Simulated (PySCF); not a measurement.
**How methods differ on the ionisation energy of Be**

Be [He] 2s2 (1S) → Be⁺ [He] 2s1 (2S), as a difference of total energies. Computed with PySCF 2.14 in x2c-SVPall (3s2p, 9 functions), with scalar relativity by spin-free X2C-1e. Correlated levels: valence: 1s2 frozen. The calculations carry no spin-orbit coupling.

**Question.** Order these methods by the ionisation energy they give, lowest first.
A. CCSD (valence)
B. UHF
C. MP2 (valence)
D. LDA

**Answer.** B (7.970 eV), C (8.569 eV), D (8.964 eV), A (9.172 eV).

Errors of the correlated levels include the incompleteness of this basis and the frozen core.

With two correlated electrons CCSD is exact in that space.

The coupled-cluster amplitudes are large for Be (T1 above 0.03 or a double amplitude above 0.15), so a single reference is strained.

For comparison: 9.323 eV (measured; NIST Atomic Spectra Database, ionization energies).
